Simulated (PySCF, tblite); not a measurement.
nitrogen trifluoride: calculation against experiment

**Experimental background.**

From NIST CCCBDB Release 22 (SRD 101), experimental dipoles, for the gas: dipole moment (microwave Stark effect) 0.235 D.

NIST CCCBDB Release 22 (SRD 101), experimental polarizabilities lists, for the gas: mean polarisability 2.81 Å³.

CRC Handbook of Chemistry and Physics lists, for the gas at 298.15 K: standard entropy 260.8 J/(mol K).

The results are set against them at the end.

Compound: nitrogen trifluoride, NF₃.
SMILES with atom numbers: `[F:1][N:2]([F:3])[F:4]`

Cartesian coordinates in Å at the PBE0-D3(BJ)/def2-SVP level; atoms count from 1:
```xyz
4
NF3 angstrom
F     -0.5514    1.0728   -0.1658
N      0.0076   -0.0031    0.4329
F     -0.6444   -1.0331   -0.1513
F      1.2262   -0.0619   -0.1488
```

The PySCF runs (gas phase, on this PBE0-D3(BJ)/def2-SVP geometry; no spin–orbit coupling):

| level | job | basis functions | wall time |
| --- | --- | --- | --- |
| PBE0-D3(BJ)/def2-SVP, grid level 1 | geometry optimisation from a GFN2-xTB start shaken at random | 56 | 4.6 s |
| HF/pcSseg-2 | shieldings | 144 | 2.1 s |
| PBE0/pcSseg-1 | shieldings, charges and field gradients | 68 | 2.0 s |
| B3LYP/def2-SVPD | 10 singlets by full TDDFT, 4 Tamm–Dancoff triplets, polarisability, ΔSCF ions | 89 | 5.9 s |
| B3LYP/pcJ-1 | spin–spin couplings from 4 perturbed nuclei | 108 | 3.8 s |

Hardware: one thread, Arm Neoverse V1 (aarch64) (shared host).

GFN2-xTB wavenumbers (cm⁻¹, harmonic, unscaled, at the method's own geometry): 445, 445, 578, 811, 812, 984. Point group C3v, symmetry number 3. Entropy at 298.15 K and 1 bar in J/(mol K): translation 162.0, rotation 89.9, vibration 10.9.

Results beside the measurements:

**Dipole moment.** Measured: 0.235 D (NIST CCCBDB Release 22 (SRD 101), experimental dipoles).

```
               level  computed (D)  computed − measured (D)
PBE0-D3(BJ)/def2-SVP         0.057                   -0.178
         HF/pcSseg-2         0.344                   +0.109
       PBE0/pcSseg-1         0.129                   -0.106
     B3LYP/def2-SVPD         0.133                   -0.102
         B3LYP/pcJ-1         0.138                   -0.097
```

The computed dipoles belong to one fixed geometry; measured ones are averaged over vibrations unless marked μe. Magnitudes are compared, not signs.

**Mean polarisability.** Measured: 2.81 Å³ (NIST CCCBDB Release 22 (SRD 101), experimental polarizabilities).

```json
{"level": "B3LYP/def2-SVPD", "computed (Å³)": "2.66", "computed − measured (Å³)": "-0.15", "% (from the printed values)": "-5"}
```

The computed values are static and purely electronic, with core orbitals frozen in the response (1 au = 0.148185 Å³). The table of measured values doesn't say here whether a value is static or optical, or holds a vibrational part.

**Standard entropy at 298.15 K.** Measured: 260.8 J/(mol K) (298.15 K; CRC Handbook of Chemistry and Physics).

```json
{"level": "GFN2-xTB, rigid rotor and harmonic oscillator", "computed (J/(mol K))": "262.8", "computed − measured (J/(mol K))": "+2.0", "% (from the printed values)": "+1"}
```

Ideal gas at 1 bar, most abundant isotopes; table values of this kind come from calorimetry or from spectroscopic constants.

No measured geometry was used, and the causes of the misses weren't examined.
